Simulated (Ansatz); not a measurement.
## Cost against result

The pair of SiH4O (SMILES [SiH3]O, atoms 1–6) and PH3 (SMILES P, atoms 7–10), both closed shells, in one local arrangement (a lower one may exist), relaxed at PBE0-D4/def2-TZVP:

```xyz
10
angstrom
Si -0.2121 0.0565 -2.1601
O 0.3928 -1.0231 -1.0822
H 0.5088 1.3605 -2.1111
H -0.0443 -0.5476 -3.5031
H -1.6567 0.3368 -1.9217
H 0.3617 -0.7759 -0.1483
P 0.1985 -0.0112 2.1955
H -0.8889 0.7586 2.6757
H 1.1901 0.7972 2.8024
H 0.1503 -0.9518 3.2528
```

Interaction energies are counterpoise-corrected; the time is that of the whole pair.

Program: Ansatz 0.2.0. Basis: as named in each row. Cores are frozen in the correlated methods. B3LYP uses VWN-RPA correlation. Extrapolation: Hartree–Fock as exp(−7.88 √X), correlation as X^−2.97.

Times are rough, for one single point on 4 threads of a shared host (Intel Xeon Platinum 8259CL).

The estimate by CCSD(T) at an estimated basis limit (MP2 extrapolated from triple and quadruple zeta, plus CCSD(T) − MP2 in triple zeta) is -0.156 eV.

```csv
method,basis,time (s),interaction energy (eV),method less estimate
HF,STO-3G,under 1,0.018,0.174
PBE-D4,STO-3G,under 1,-0.179,-0.023
SPW92,def2-SVP,under 1,-0.279,-0.122
B3LYP-D4,6-31G,under 1,-0.225,-0.069
PBE-D4,def2-SVP,under 1,-0.215,-0.059
PBE0-D4,def2-SVP,under 1,-0.202,-0.046
CCSD(T),def2-SVP,2,-0.100,0.057
revPBE-D4,def2-TZVPPD,2,-0.185,-0.028
BLYP-D4,def2-TZVPPD,2,-0.183,-0.026
PBE-D4,def2-TZVPPD,2,-0.205,-0.049
HSE06-D4,def2-TZVPPD,2,-0.192,-0.036
wB97M-V,def2-SVP,3,-0.167,-0.010
PBE0-D4,def2-TZVPPD,3,-0.192,-0.036
r2SCAN-D4,def2-TZVPPD,3,-0.170,-0.014
B3LYP-D4,def2-TZVPPD,4,-0.182,-0.025
B2PLYP,def2-TZVPPD,5,-0.130,0.026
B97M-V,def2-TZVPPD,6,-0.152,0.004
wB97X-V,def2-TZVPPD,6,-0.163,-0.006
wB97M-V,def2-TZVPPD,6,-0.150,0.006
MP2,def2-QZVPPD,18,-0.159,-0.002
CCSD(T),def2-TZVPPD,52,-0.141,0.015
```

T1 diagnostic: at most 0.014.
